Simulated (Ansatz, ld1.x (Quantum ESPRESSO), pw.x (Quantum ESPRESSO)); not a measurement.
From atom to crystal: TM potential for rhenium (Re)

ld1.x (Quantum ESPRESSO) 7.5 input, shortened:

```
&input
   title='Re', zed=75., rel=1, dft='PW', iswitch=3,
   config='[Xe] 4f14 5d5 6s2 6p0'
 /
 &inputp
   pseudotype=2, tm=.true., lloc=0,
   nlcc=.false.
 /
3
6P  2  1   0.00   0.00  2.95  2.95  0.0
5D  3  2   5.00   0.00  2.40  2.40  0.0
6S  1  0   2.00   0.00  2.40  2.40  0.0
 &test
   configts(1)='5d5 6s2 6p0'
 /
```

Crystal test: fcc Re in pw.x 7.5, no spin, 15³ k-points, Fermi–Dirac smearing 0.01 Ry, cutoffs 45/180 Ry. The reference is all-electron LAPW (Ansatz 0.2.0) with the same functional, mesh and smearing; V0 and B0 come from Birch–Murnaghan fits to the pressures at five volumes. Errors are pseudo minus all-electron; Δ is the rms difference of the E(V) curves that follow from these fits, minima aligned, over ±6 % about the mean V0. Mesh and smearing are coarse, so the numbers serve the comparison and aren't converged zero-temperature values; the lattice is a test structure that the element need not adopt.

All-electron: a0 = 3.862 Å (V0 = 14.40 Å³/atom), B0 = 399.9 GPa.

**Question.** How far does the potential miss the all-electron equation of state?

**Answer.** mean pressure error (GPa): +5.13; a0 (Å): 3.878; a0 error (%): +0.41; B0 error (%): -1.1; Δ (meV/atom): 15.7. The largest radius (2.95 bohr) exceeds half the bond length (2.58 bohr), so the spheres overlap, which is one possible source of error among others.

```tsv
V (Å³/atom)	P all-electron (GPa)	P pseudo (GPa)
13.650	23.89	29.96
14.009	11.55	17.10
14.368	0.76	5.83
14.727	-8.68	-4.03
15.086	-16.93	-12.64
```

**Question.** At the middle volume, how do free energy and pressure move when the wave cutoff is lowered (ecutrho kept at four times it)?

**Answer.**

| cutoff (Ry) | shift of F (meV/atom) | shift of P (GPa) |
| --- | --- | --- |
| 20 | +2332.2 | -105.52 |
| 27 | +215.5 | -16.85 |
| 36 | +2.3 | -0.01 |

The run at the middle volume (120 k-points, 7 iterations) took about 8.6 s on one core of a shared host (Neoverse-V1, 32 threads, 247 GiB, load 24).
